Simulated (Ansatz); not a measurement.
C8H18 (`CCCCC(C)(C)C`). Total charge 0; spin multiplicity 1. The structure was optimised at the PBE0-D4/def2-TZVP level. It is a higher conformer; a search finds a lower one.

```xyz
26

C    -2.640   -1.498    1.643
C    -2.022   -0.531    0.649
C    -0.724    0.084    1.155
C    -0.053    1.041    0.167
C     1.091    0.472   -0.688
C     1.508    1.544   -1.692
C     0.656   -0.777   -1.450
C     2.291    0.133    0.193
H    -1.967   -2.334    1.850
H    -3.580   -1.913    1.271
H    -2.849   -1.003    2.596
H    -1.844   -1.045   -0.301
H    -2.731    0.274    0.427
H    -0.943    0.617    2.087
H    -0.033   -0.718    1.437
H    -0.819    1.445   -0.507
H     0.350    1.904    0.708
H     0.681    1.798   -2.361
H     1.820    2.460   -1.181
H     2.345    1.202   -2.307
H     1.470   -1.140   -2.084
H     0.382   -1.588   -0.771
H    -0.202   -0.569   -2.095
H     2.644    1.019    0.730
H     2.050   -0.634    0.933
H     3.120   -0.244   -0.412
```

**Question.** What is the dipole moment at B3LYP/def2-TZVPP? (Estimate.)

**Answer.** Computed: 0.05 D, zero by symmetry or nearly so.

**Question.** Give the Mulliken charges with B3LYP, r2SCAN, ωB97M-V in def2-TZVPP. (Best estimate.)

**Answer.** Ansatz gave: 
```
atom  B3LYP  r2SCAN  ωB97M-V
  C1  -0.26   -0.16    -0.32
  C2  -0.08    0.00    -0.13
  C3  -0.10   -0.04    -0.21
  C4  -0.16   -0.15    -0.21
  C5   0.28    0.43     0.00
  C6  -0.30   -0.23    -0.32
  C7  -0.31   -0.25    -0.35
  C8  -0.30   -0.24    -0.31
  H9   0.07    0.04     0.10
 H10   0.08    0.04     0.10
 H11   0.07    0.04     0.10
 H12   0.06    0.03     0.09
 H13   0.05    0.01     0.09
 H14   0.06    0.03     0.10
 H15   0.05    0.02     0.10
 H16   0.05    0.03     0.10
 H17   0.06    0.03     0.11
 H18   0.08    0.04     0.11
 H19   0.08    0.04     0.11
 H20   0.08    0.04     0.11
 H21   0.08    0.04     0.11
 H22   0.08    0.04     0.11
 H23   0.08    0.05     0.12
 H24   0.07    0.04     0.11
 H25   0.08    0.05     0.11
 H26   0.08    0.04     0.11
```

B3LYP here is the variant with VWN-RPA as its local correlation; programs differ in this.
